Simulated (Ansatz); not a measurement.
Process, species as SMILES: [F][Al][F] → Al atom + 2 F atom
B3LYP-D3(BJ)/def2-TZVP geometries, fixed; electronic energies without zero-point terms.

Energies in hartree at PBE0 with Ansatz (a program for electronic structure); the atomisation energy is their sum with the coefficients shown, times 627.509 kcal/mol a hartree. All functions are spherical. Open shells are unrestricted. No added dispersion term, no relativity.

```
species     coefficient  part  aug-cc-pV(D+d)Z  aug-cc-pV(T+d)Z  aug-cc-pV(Q+d)Z
----------  -----------  ----  ---------------  ---------------  ---------------
[F][Al][F]           -1  PBE0       -441.95100       -442.01439       -442.03459
Al atom              +1  PBE0       -242.24671       -242.25233       -242.25481
F atom               +2  PBE0        -99.64640        -99.67185        -99.67935
```

Question: Predict the atomisation energy in aug-cc-pV(5+d)Z (X = 5): let each PBE0 step shrink by the ratio of the last two. Compare with the run.

Answer: 
- [F][Al][F]: steps -0.06339 and -0.02020, ratio 0.319, so PBE0 -442.04103 (run: -442.03982).
- Al atom: steps -0.00562 and -0.00248, ratio 0.441, so PBE0 -242.25590 (run: -242.25570).
- F atom: steps -0.02545 and -0.00750, ratio 0.295, so PBE0 -99.68156 (run: -99.68157).
Predicted 264.82 kcal/mol; the run in aug-cc-pV(5+d)Z gives 264.17, a miss of 0.65. Keeping the value in aug-cc-pV(Q+d)Z, 264.23, would miss by 0.06. All sums are of the energies as printed.
